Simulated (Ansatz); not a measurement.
Two shapes of singlet C2H(-).

Shape 1:

```xyz
3

H     0.0045    0.0233   -1.6188
C    -0.0146    0.0460   -0.5069
C    -0.0062    0.0449    0.7776
```

Shape 2:

```xyz
3

H     0.0000    0.0000   -1.7008
C     0.0000    0.0000   -0.5334
C     0.0000    0.0000    0.8169
```

Basis set: def2-TZVP (spherical functions). Frozen core: 2 orbitals. Charge -1, multiplicity 1.

Computed with Ansatz (development build ahead of 0.2.0); each method stands on the lowest determinant of its kind that the runs found.

(1) Which shape is lower in energy, and by how much in each method?

Answers

(1)

| method | E(2) − E(1) (eV) |
| --- | --- |
| RHF | 0.613 |
| RHF-MP2 | 0.367 |

Shape 1 is lower. Caution: no diffuse functions for an anion.
